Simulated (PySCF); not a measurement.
## Orbital picture of NaH

BLYP at R = 1.892 Å; basis Na pcseg-2, H pcseg-2; no relativity; PySCF 2.14. State: ¹Σ⁺ (singlet), closed shell. Only the outer orbitals are listed, counted within each symmetry.

```tsv
orbital	occ.	ε (eV)	on Na (%)	main shells (%)
2σ	2	-56.13	100	100 Na s
1π	2	-28.45	100	100 Na p
1π	2	-28.45	100	100 Na p
3σ	2	-28.36	100	100 Na p
4σ	2	-4.22	30	70 H s, 26 Na s
5σ	0	-1.89	90	55 Na s, 35 Na p, 10 H s
2π	0	-0.15	100	100 Na p
2π	0	-0.15	100	100 Na p
```

**Question.** Which are the highest filled and the lowest empty level, where do they sit, and how wide is the gap?

**Answer.** Highest filled 4σ at -4.22 eV (in %: 70 H s, 26 Na s); lowest empty 5σ at -1.89 eV (in %: 55 Na s, 35 Na p, 10 H s); the gap at BLYP is 2.33 eV.

```json
{"bond order (Mayer)": "0.83", "⟨S²⟩": "0.000", "charge on Na (Mulliken, basis-dependent)": "0.41", "charge on Na (Löwdin, basis-dependent)": "0.32", "dipole moment (positive dipole means Na(−)H(+))": "-5.63 D"}
```
